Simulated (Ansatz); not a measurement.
# CHFO (formyl fluoride): levels of theory compared

Wanted: a comparison of 6 runs (UHF/STO-3G, HSE06/STO-3G, PBE/STO-3G, revPBE/STO-3G, RPA@PBE/STO-3G, UCCSD(T)/STO-3G) of CHFO (formyl fluoride). 

The results are computed with Ansatz 0.2.0.

62 further runs of the same task are left out: 2 that didn't finish, 60 set aside as unsound or not needed.

## (1) The system as given

The species is CHFO (4 atoms), meant as a singlet with charge 0. SMILES: `O=CF`. The H4–C2 distance was set to 2.742 Å, away from the relaxed value. At this shape a bond of the SMILES string is far longer than usual.

Bond lengths: O1–C2 1.174 Å, C2–F3 1.336 Å. Angles: O1–C2–F3 122.9°.

## (2) The energy at UHF/STO-3G (run 1)

The input, in.yaml:

```yaml
basis:
  gaussian: {orbitals: STO-3G}
crystal:
  periodic: [false, false, false]
  atoms:
    - {symbol: O, position_ang: [-1.484734, -0.932189, 1.861467]}
    - {symbol: C, position_ang: [-0.641794, -1.065849, 1.055347]}
    - {symbol: F, position_ang: [-0.010194, -2.225179, 0.851907]}
    - {symbol: H, position_ang: [0.350540, 0.823120, -0.667550]}
accuracy: high
hamiltonian: {xc: hf}
magnetization: {spin_polarized: true, initial_magnetization: 0}
```

Started as:

```console
$ ansatz run in.yaml --threads 1 --pin off --max-ram 3480MiB --events-out events.jsonl --progress --plain --runs-dir runs
```

The program printed:

```text
Warning: RAYON_NUM_THREADS=1 ignored (pool sized by the plan → 1); use --threads N
Functional definition: HF
  name "HF"
  exchange = exact_x
  correlation = 0
273 factors; integrals over basis functions are off by at most 4.2e-8 eV
mean field evaluation 1: about -5692.8975 eV, gradient 2.8e1 eV
mean field evaluation 2: about -5692.9557 eV, gradient 2.8e1 eV
mean field evaluation 4: about -5700.3566 eV, gradient 3.5e0 eV
mean field evaluation 8: about -5700.5739 eV, gradient 4.6e-2 eV
mean field evaluation 16: about -5700.5675 eV, gradient 5.8e-3 eV
mean field evaluation 32: about -5705.6149 eV, gradient 2.0e-1 eV
mean field evaluation 64: about -5705.6057 eV, gradient 2.6e-1 eV
mean field evaluation 96: about -5705.3770 eV, gradient 2.8e0 eV
mean field evaluation 128: about -5702.7064 eV, gradient 9.0e0 eV
mean field evaluation 160: about -5697.1033 eV, gradient 7.3e0 eV
mean field evaluation 192: about -5700.5675 eV, gradient 1.7e-4 eV
mean field -5705.61087508 eV, -209.6773322571 hartree, gradient 4.5e-8 eV, S^2 1.050418; 4 other end points of the search recorded, 0 dependent functions left out
reference -5705.61087508 eV, -209.6773322571 hartree; 12, 12 occupied and 4, 4 virtual orbitals, 273 factors
Total energy: -5705.61087508 eV, -209.6773322571 hartree
```

Run time: 0.32 s. Hardware: 1 thread of Intel Xeon Platinum 8259CL at 2.50GHz (Skylake/Cascade Lake), shared host.

## (3) A single-point energy at HSE06/STO-3G (run 2)

The input, run.yaml:

```yaml
crystal:
  periodic: [false, false, false]
  atoms:
    - {symbol: O, position_ang: [-1.484734, -0.932189, 1.861467]}
    - {symbol: C, position_ang: [-0.641794, -1.065849, 1.055347]}
    - {symbol: F, position_ang: [-0.010194, -2.225179, 0.851907]}
    - {symbol: H, position_ang: [0.350540, 0.823120, -0.667550]}
basis:
  gaussian:
    orbitals: STO-3G
hamiltonian:
  xc: hse06
accuracy: high
```

Started as:

```console
$ ansatz run run.yaml --threads 1 --pin off --max-ram 3480MiB --events-out events.jsonl --progress --plain --runs-dir runs
```

The program printed:

```text
Warning: RAYON_NUM_THREADS=1 ignored (pool sized by the plan → 1); use --threads N
Functional definition: HSE06
  name "HSE06"
  parameter a = 0.25
  parameter omega = 0.11/bohr
  exchange = pbe_x - a*pbe_x_sr(omega) + a*exact_x_sr(omega)
  correlation = pbe_c
273 factors; integrals over basis functions are off by at most 4.2e-8 eV
44 factors; integrals over basis functions are off by at most 3.6e-10 eV
mean field evaluation 1: about -5715.1990 eV, gradient 3.0e1 eV
mean field evaluation 2: about -5705.6377 eV, gradient 5.5e1 eV
mean field evaluation 4: about -5714.4788 eV, gradient 1.7e1 eV
mean field evaluation 8: about -5723.5791 eV, gradient 3.7e-4 eV
mean field -5723.57911790 eV, -210.3376530015 hartree, gradient 1.3e-8 eV, S^2 0.000000; 0 other end points of the search recorded, 0 dependent functions left out
reference -5723.57911911 eV, -210.3376530460 hartree; 12, 12 occupied and 4, 4 virtual orbitals, 273 factors
Total energy: -5723.57911911 eV, -210.3376530460 hartree
```

It took 1.5 s on 1 thread of Intel Xeon Platinum 8259CL at 2.50GHz (Skylake/Cascade Lake), shared host; peak memory 0.1 GiB.

Runs 3 to 5 aren't shown in full; the table further down has their settings and results.

## (4) The energy at UCCSD(T)/STO-3G (run 6)

Edit run.yaml of step 3 so:

```diff
@@ -1 +1,4 @@
+basis:
+  gaussian:
+    orbitals: STO-3G
 crystal:
@@ -7,7 +10,9 @@
     - {symbol: H, position_ang: [0.350540, 0.823120, -0.667550]}
-basis:
-  gaussian:
-    orbitals: STO-3G
-hamiltonian:
-  xc: hse06
+magnetization:
+  spin_polarized: true
+correlation:
+  method: ccsd_t
+  frozen_orbitals: {C: 1, F: 1, H: 0, O: 1}
 accuracy: high
+scf:
+  omitted_lower_state_checks: [cluster_reference, increment]
```

Started as:

```console
$ ansatz run run.yaml --threads 1 --pin off --max-ram 3480MiB --events-out events.jsonl --progress --plain --runs-dir runs
```

The program printed, shortened:

```text
Warning: RAYON_NUM_THREADS=1 ignored (pool sized by the plan → 1); use --threads N
[... 2 set-up lines as earlier in the session ...]
[...]
273 factors; integrals over basis functions are off by at most 4.2e-8 eV
[...]
mean field -5705.61087508 eV, -209.6773322571 hartree, gradient 4.5e-8 eV, S^2 1.050418; 9 other end points of the search recorded, 0 dependent functions left out
3 core orbitals not correlated: weight in the atoms' cores, before any rotation towards them, 1.000 or more for the frozen orbitals, at most 0.000 for the correlated occupied ones
reference -5705.61087508 eV, -209.6773322571 hartree; 9, 9 occupied and 4, 4 virtual orbitals, 273 factors
second order -3.48606964 eV of doubles, -0.00000000 eV of singles
cycle   1  -3.61566860 eV  change   -1.3e-1 eV  update   9.8e-2
[...]
cycle  34  -4.01009727 eV  change   -1.4e-9 eV  update   1.0e-9
perturbative correction -0.20601811 eV, -0.0075710259 hartree
Total energy: -5709.82699046 eV, -209.8322716395 hartree
Checks for a lower state left out: cluster_reference, increment
```

Run time: 0.81 s. Hardware: 1 thread of Intel Xeon Platinum 8259CL at 2.50GHz (Skylake/Cascade Lake), shared host.

## (5) The series

```tsv
run	level	frozen core orbitals	energy (Eh)	wall time
1	UHF/STO-3G	–	-209.677332	0.32 s
2	HSE06/STO-3G	–	-210.337653	1.5 s
3	PBE/STO-3G	–	-210.356461	0.89 s
4	revPBE/STO-3G	–	-210.534123	0.89 s
5	RPA@PBE/STO-3G	3	-209.871752	1.3 s
6	UCCSD(T)/STO-3G	3	-209.832272	0.81 s
```

## (6) Results

| quantity | value |
| --- | --- |
| run 6: total energy | -209.83227 Eh |
| run 6: correlation energy (3 core orbitals frozen) | -154.9 mEh |
| run 6: (T) correction | -7.57 mEh |
| run 6: ⟨S²⟩ of the reference determinant | 1.050 |
| run 6: T1 diagnostic | 0.028 |

In words: Totals of different functionals can't be ranked against each other. In run 5 the log says that unrestricted orbitals would lower the reference, so the values rest on an unstable closed-shell determinant (other closed-shell runs at this shape may share the fault). In runs 1, 2, 3, 4, 5, 6 the basis is minimal, so the values are rough. In runs 2, 3, 4, 5 a closed-shell determinant meets a far-stretched bond, which it describes badly. Spin contamination of the reference: run 1 ⟨S²⟩ = 1.05, run 6 ⟨S²⟩ = 1.05. Where it is this large, the reference is a mixture of spin states, and values that rest on it are in doubt. All runs together took 5.7 s, the longest 1.5 s.
